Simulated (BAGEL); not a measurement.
**CH6AlN (SMILES C[NH][AlH2]): HF/6-31G(d) (density fitting with qzvpp-jkfit, spherical functions)**

Aim: the vertical ionisation energy of CH6AlN at HF/6-31G* (density fitting with qzvpp-jkfit, spherical functions), from 2 runs. 

Program for the calculation: BAGEL 1.2.2.

2 further runs of the same task are left out: 2 set aside as unsound or not needed. Runs told in other sessions of the task aren't counted.

**1. The structure to begin with**

CH6AlN has 9 atoms, charge 0, and is taken as a singlet. SMILES: `C[NH][AlH2]`. The shape is that of a PBE0-D4/def2-TZVP optimisation.

Bond lengths: C1–N2 1.447 Å, N2–Al3 1.767 Å, C1–H4 1.097 Å, C1–H5 1.097 Å, C1–H6 1.093 Å, N2–H7 1.010 Å, Al3–H8 1.584 Å, Al3–H9 1.584 Å. Some angles: C1–N2–Al3 128.6°, C1–N2–H7 111.9°, Al3–N2–H7 119.5°, N2–C1–H4 112.4°, N2–C1–H5 112.3°, N2–C1–H6 109.8°, N2–Al3–H8 117.5°, N2–Al3–H9 117.5°, H4–C1–H5 107.6°, H4–C1–H6 107.2°.

**2. The energy at HF/6-31G(d) (density fitting with qzvpp-jkfit, spherical functions)**

job.json

```json
{ "bagel" : [

{
  "title" : "molecule",
  "basis" : "6-31gs.json",
  "df_basis" : "qzvpp-jkfit",
  "angstrom" : true,
  "geometry" : [
    { "atom" : "C", "xyz" : [      -0.384500,       0.934700,      -0.771700 ] },
    { "atom" : "N", "xyz" : [       0.340000,      -0.253200,      -0.374200 ] },
    { "atom" : "Al", "xyz" : [       0.335300,      -1.074400,       1.190900 ] },
    { "atom" : "H", "xyz" : [      -1.074800,       0.743900,      -1.602200 ] },
    { "atom" : "H", "xyz" : [       0.284400,       1.748600,      -1.076000 ] },
    { "atom" : "H", "xyz" : [      -0.981000,       1.302600,       0.066800 ] },
    { "atom" : "H", "xyz" : [       0.905500,      -0.619100,      -1.126300 ] },
    { "atom" : "H", "xyz" : [       1.234400,      -2.369900,       1.339700 ] },
    { "atom" : "H", "xyz" : [      -0.570900,      -0.459500,       2.335900 ] }
  ]
},

{
  "title" : "hf"
},

{
  "title" : "print",
  "file" : "orbitals.molden",
  "orbitals" : true
}

]}
```

The basis set 6-31G* is read from a file made from the Basis Set Exchange's data (not shown).

The run is started by

```bash
$ BAGEL_NUM_THREADS=1 BAGEL job.json > job.out
```

What it wrote:

```text
* using 1 threads per process

  ===============================================================
  ===============================================================

  *** Geometry ***

  { "atom" : "C", "xyz" : [     -0.726600,      1.766327,     -1.458302 ] },
  { "atom" : "N", "xyz" : [      0.642507,     -0.478479,     -0.707136 ] },
  { "atom" : "Al", "xyz" : [      0.633625,     -2.030322,      2.250475 ] },
  { "atom" : "H", "xyz" : [     -2.031078,      1.405767,     -3.027719 ] },
  { "atom" : "H", "xyz" : [      0.537438,      3.304375,     -2.033345 ] },
  { "atom" : "H", "xyz" : [     -1.853821,      2.461557,      0.126234 ] },
  { "atom" : "H", "xyz" : [      1.711147,     -1.169929,     -2.128399 ] },
  { "atom" : "H", "xyz" : [      2.332678,     -4.478462,      2.531666 ] },
  { "atom" : "H", "xyz" : [     -1.078845,     -0.868329,      4.414211 ] },

  Number of auxiliary basis functions:      388

  Since a DF basis is specified, we compute 2- and 3-index integrals:
    o Being stored without compression. Storage requirement is 0.010 GB

  Number of basis functions:       58
  Number of electrons      :       32

    * METHOD: MOLECULE                             0.11

  *** RHF ***

  === Nuclear Repulsion ===
   100.7266477967

      * DIIS with orbital gradients will be used.

  === RHF iteration (6-31gs.json) ===
      0       -337.53764297          0.02612491           0.02
      1       -337.65094168          0.01708323           0.02
      2       -337.71624177          0.00193477           0.02
      3       -337.71759498          0.00024626           0.02
      4       -337.71761744          0.00006605           0.02
      5       -337.71761909          0.00001747           0.02
      6       -337.71761921          0.00000501           0.02
      7       -337.71761922          0.00000134           0.02
      8       -337.71761923          0.00000047           0.02
      9       -337.71761923          0.00000017           0.02
     10       -337.71761923          0.00000007           0.02
     11       -337.71761923          0.00000001           0.02
     12       -337.71761923          0.00000000           0.02
    * SCF iteration converged.

    * Permanent dipole moment:
           (   -0.041169,    -0.144214,     0.369750) a.u.

    * METHOD: HF                                   0.32

    * METHOD: PRINT                                0.01

  ===============================================================
```

Wall time 0.6 s (1 thread of Arm Neoverse V2, shared host).

**3. The doublet cation, same level**

job.json: that of step 2 with these lines changed.

```diff
@@ -20,11 +20,5 @@
 
-{
-  "title" : "hf"
-},
+{ "title" : "uhf", "charge" : 1, "nopen" : 1 },
 
-{
-  "title" : "print",
-  "file" : "orbitals.molden",
-  "orbitals" : true
-}
+{ "title" : "print", "file" : "orbitals.molden", "orbitals" : true }
```

The basis set 6-31G* is read from a file made from the Basis Set Exchange's data (not shown).

The run is started by

```bash
$ BAGEL_NUM_THREADS=1 BAGEL job.json > job.out
```

What it wrote:

```text
* using 1 threads per process

  ===============================================================
  ===============================================================

  *** Geometry ***

  { "atom" : "C", "xyz" : [     -0.726600,      1.766327,     -1.458302 ] },
  { "atom" : "N", "xyz" : [      0.642507,     -0.478479,     -0.707136 ] },
  { "atom" : "Al", "xyz" : [      0.633625,     -2.030322,      2.250475 ] },
  { "atom" : "H", "xyz" : [     -2.031078,      1.405767,     -3.027719 ] },
  { "atom" : "H", "xyz" : [      0.537438,      3.304375,     -2.033345 ] },
  { "atom" : "H", "xyz" : [     -1.853821,      2.461557,      0.126234 ] },
  { "atom" : "H", "xyz" : [      1.711147,     -1.169929,     -2.128399 ] },
  { "atom" : "H", "xyz" : [      2.332678,     -4.478462,      2.531666 ] },
  { "atom" : "H", "xyz" : [     -1.078845,     -0.868329,      4.414211 ] },

  Number of auxiliary basis functions:      388

  Since a DF basis is specified, we compute 2- and 3-index integrals:
    o Being stored without compression. Storage requirement is 0.010 GB

  Number of basis functions:       58
  Number of electrons      :       32

    * METHOD: MOLECULE                             0.11

  *** Open-shell HF ***

  === Nuclear Repulsion ===
   100.7266477967

      * DIIS with orbital gradients will be used.

  === UHF iteration (6-31gs.json) ===
      0       -337.11516104          0.05266203           0.04
      1       -337.14929211          0.06308537           0.04
      2       -337.35474920          0.03459284           0.04
      3       -337.42980255          0.00333651           0.04
      4       -337.43313910          0.00143856           0.04
      5       -337.43394694          0.00062453           0.04
      6       -337.43426374          0.00016357           0.04
      7       -337.43430452          0.00003173           0.04
      8       -337.43431125          0.00000878           0.04
      9       -337.43431381          0.00000265           0.04
     10       -337.43431458          0.00000144           0.04
     11       -337.43431483          0.00000098           0.04
     12       -337.43431500          0.00000053           0.04
     13       -337.43431503          0.00000017           0.04
     14       -337.43431503          0.00000006           0.04
     15       -337.43431503          0.00000003           0.04
     16       -337.43431503          0.00000002           0.04
     17       -337.43431503          0.00000001           0.04
     18       -337.43431503          0.00000001           0.04
    * SCF iteration converged.

    * S^2 (UHF) is 0.7607

    * Permanent dipole moment:
           (   -0.169312,    -0.348444,     1.084359) a.u.

    * METHOD: UHF                                  0.78

    * METHOD: PRINT                                0.01

  ===============================================================
```

Wall time 1 s (1 thread of Arm Neoverse V2, shared host).

**4. Outcome**

Level: HF/6-31G* (density fitting with qzvpp-jkfit, spherical functions).

| quantity | value |
| --- | --- |
| singlet CH6AlN: total energy | -337.71762 Eh |
| singlet CH6AlN: dipole moment | 1.01 D |
| singlet CH6AlN: HOMO energy | -9.92 eV |
| singlet CH6AlN: LUMO energy | 2.05 eV |
| singlet CH6AlN: HOMO–LUMO gap | 11.96 eV |
| doublet cation: total energy | -337.43432 Eh |
| doublet cation: ⟨S²⟩ | 0.761 |
| vertical ionisation energy (to the doublet cation) | 7.709 eV |

What this shows: Removing an electron at fixed nuclei costs 7.71 eV (744 kJ/mol). −ε(HOMO) before ionisation, 9.92 eV, is 2.21 eV above this ionisation energy.
